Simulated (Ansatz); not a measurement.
# SiH2O (oxosilane): the energy, rung by rung

The species is SiH2O (4 atoms), meant as a singlet with charge 0. As SMILES, `O=[SiH2]`. Geometry: optimised at wB97X-V/def2-SVP.

```xyz
4

O    -0.2852    0.4169    1.4813
Si   -0.0073    0.0094    0.0339
H     0.4411   -1.3472   -0.3817
H    -0.1486    0.9209   -1.1336
```

Quantity: the adiabatic electron affinity (to the doublet anion, shapes relaxed at wB97X-V/def2-SVP, no zero-point term), in eV. The values are calculated.

The electron affinity is E(neutral) − E(anion): positive where the electron is bound.

```tsv
level	kind	program	value (eV)	less CCSD(T)/def2-TZVPP
HF/def2-TZVPP	Hartree–Fock	Ansatz	0.21	-0.24
SVWN5/def2-TZVPP	LDA	Ansatz	0.69	+0.24
BLYP/def2-TZVPP	GGA	Ansatz	0.51	+0.06
B3LYP/def2-TZVPP	global hybrid	Ansatz	0.68	+0.23
PBE0-D4/def2-TZVPP	global hybrid	Ansatz	0.72	+0.27
CAM-B3LYP/def2-TZVPP	range-separated hybrid	Ansatz	0.67	+0.22
B2PLYP/def2-TZVPP	double hybrid	Ansatz	0.49	+0.04
MP2/def2-TZVPP	perturbation theory	Ansatz	0.35	-0.10
CCSD(T)/def2-TZVPP	coupled cluster or CI	Ansatz	0.45	0.00
```

CCSD(T)/def2-TZVPP is the highest level here, not the true value. The values span 0.21 to 0.72 eV.
